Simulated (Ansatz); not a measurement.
Basis-set extrapolation for C₃H₆FN (`C/C=C(\N)F`) (PBE0-D4/def2-TZVP geometry, frozen core, the Gaussian-basis code of Ansatz). Multiplicity 1, RHF reference.

```tsv
	def2-TZVPP	def2-QZVPP
HF	-271.075808	-271.088182
MP2 correlation	-0.956121	-1.027313
CCSD(T) correlation	-1.025793	not run
```

Energies in hartree. Use E(X) = E(∞) + A·exp(−7.88·√X) for Hartree–Fock and E(X) = E(∞) + B·X^(−2.97) for correlation, with X = 3 and 4, and add CCSD(T) minus MP2 of the smaller set to the MP2 limit.

**Question.** What is the CCSD(T) energy at the basis-set limit?

**Answer.** HF limit: -271.088182 + (-0.012374) × 0.13774 = -271.08989. MP2 limit: -1.027313 + (-0.071192) × 0.74074 = -1.08005. Higher-order term: -1.025793 − (-0.956121) = -0.06967. Total: -272.23961 hartree, 362.3 kJ/mol below CCSD(T)/def2-TZVPP.
